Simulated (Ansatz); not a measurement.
HO, SMILES `[OH]` radical: measurement beside calculation (Ansatz, PBE0-D4/def2-TZVP geometry).

Z-matrix (Å, degrees):
```
O
H 1 0.973
```

Measured: 555661.4693 MHz (B of ground state X 2Pi v''=0, 16OH, global fit of microwave, rotational and rovibrational spectra). Source: Precision spectra of $A\, ^2\Sigma^+,v'=0 \leftarrow X\, ^2\Pi_{3/2},v''=0,J''=3/2$ transitions in $^{16}$OH and $^{16}$OD, 2018 (arxiv:1805.10194).

```
constant  measured (MHz)  computed (MHz)  error (%)
       B          555661          562904        1.3
```

Computed constants are equilibrium values for the main isotopes; measured ground-state ones include zero-point motion, which usually lowers them by up to about 1 %.

Measured: 3737.8 cm⁻¹ (O-H stretch, harmonic frequency omega_e, ground state, literature experimental value); 3570.35244 ± 0.00072 cm⁻¹ (X2Pi, 16OH, fundamental v=1-0, band origin (term value T1), fit to observed high-resolution line positions); 3738.465 ± 0.019 cm⁻¹ (X2Pi, 16OH, harmonic wavenumber omega_e, power-series fit to experimental vibrational term values). Source: Photodissociation spectra of single trapped CaOH+ molecular ions, 2024 (arxiv:2401.10854); Line Strengths of Rovibrational and Rotational Transitions in the X$^2\Pi$ Ground State of OH, 2015 (arxiv:1503.08420).

Harmonic PBE0-D4 wavenumbers (cm⁻¹, unscaled): 3749. Fundamentals include anharmonicity and usually lie a few per cent under these; harmonic values from spectra compare directly.

Enthalpy of formation at 298 K: 9.4 kcal/mol (zero for an element's reference state; older measured values of the G2 set, as listed by Staroverov and co-workers, J. Chem. Phys. 119, 12129, 2003). With their computed zero-point and thermal terms and the atoms' enthalpies of Curtiss and co-workers (1997) it gives an electronic atomization energy of 106.5 kcal/mol.

| level | atomization (kcal/mol) | error | error per bond |
| --- | --- | --- | --- |
| LDA (SPW92) | 123.4 | 16.9 | 16.9 |
| PBE-D4 | 109.2 | 2.8 | 2.8 |
| revPBE-D4 | 106.3 | -0.2 | -0.2 |
| BLYP-D4 | 109.1 | 2.6 | 2.6 |
| r2SCAN-D4 | 108.0 | 1.5 | 1.5 |
| B97M-V | 106.8 | 0.3 | 0.3 |
| PBE0-D4 | 105.2 | -1.3 | -1.3 |
| B3LYP-D4 | 107.6 | 1.2 | 1.2 |
| r2SCANh-D4 | 106.5 | 0.1 | 0.1 |
| r2SCAN0-D4 | 104.4 | -2.0 | -2.0 |
| HSE06-D4 | 105.3 | -1.2 | -1.2 |
| BHLYP-D4 | 101.7 | -4.8 | -4.8 |
| CAM-B3LYP-D4 | 107.8 | 1.3 | 1.3 |
| ωB97X-V | 106.6 | 0.2 | 0.2 |
| ωB97M-V | 107.0 | 0.6 | 0.6 |
| B2PLYP | 105.7 | -0.7 | -0.7 |
| PBE-QIDH | 103.1 | -3.4 | -3.4 |
| PBE | 109.2 | 2.7 | 2.7 |
| revPBE | 106.1 | -0.4 | -0.4 |
| BLYP | 109.0 | 2.5 | 2.5 |
| r2SCAN | 108.0 | 1.5 | 1.5 |
| PBE0 | 105.1 | -1.3 | -1.3 |
| B3LYP | 107.6 | 1.1 | 1.1 |
| r2SCANh | 106.5 | 0.1 | 0.1 |
| r2SCAN0 | 104.4 | -2.0 | -2.0 |
| HSE06 | 105.3 | -1.2 | -1.2 |
| BHLYP | 101.6 | -4.8 | -4.8 |
| CAM-B3LYP | 107.8 | 1.3 | 1.3 |
| LC-ωPBE | 106.0 | -0.5 | -0.5 |
| HF/def2-TZVPP | 67.9 | -38.5 | -38.5 |
| MP2/def2-TZVPP | 103.7 | -2.7 | -2.7 |
| SCS-MP2/def2-TZVPP | 104.6 | -1.8 | -1.8 |
| CCSD/def2-TZVPP | 102.1 | -4.3 | -4.3 |
| CCSD(T)/def2-TZVPP | 103.5 | -2.9 | -2.9 |
| HF/def2-QZVPP | 68.2 | -38.2 | -38.2 |
| MP2/def2-QZVPP | 106.2 | -0.3 | -0.3 |
| SCS-MP2/def2-QZVPP | 107.4 | 0.9 | 0.9 |
| CCSD/def2-QZVPP | 104.2 | -2.3 | -2.3 |
| CCSD(T)/def2-QZVPP | 105.8 | -0.7 | -0.7 |
| HF/CBS(def2) | 68.3 | -38.2 | -38.2 |
| MP2/CBS(def2) | 107.8 | 1.3 | 1.3 |
| CCSD/CBS(def2) | 105.5 | -0.9 | -0.9 |
| CCSD(T)/CBS(def2) | 107.3 | 0.8 | 0.8 |

Functionals use def2-TZVPP; B3LYP here is the variant with VWN-RPA as its local correlation; programs differ in this. The calculations leave out spin–orbit coupling, scalar relativity and, for the correlated methods, core correlation; together these are worth up to about 1 kcal/mol a heavy atom. HSE06 is defined as in plane-wave codes. CBS extrapolates def2-TZVPP and def2-QZVPP. T1 = 0.008.
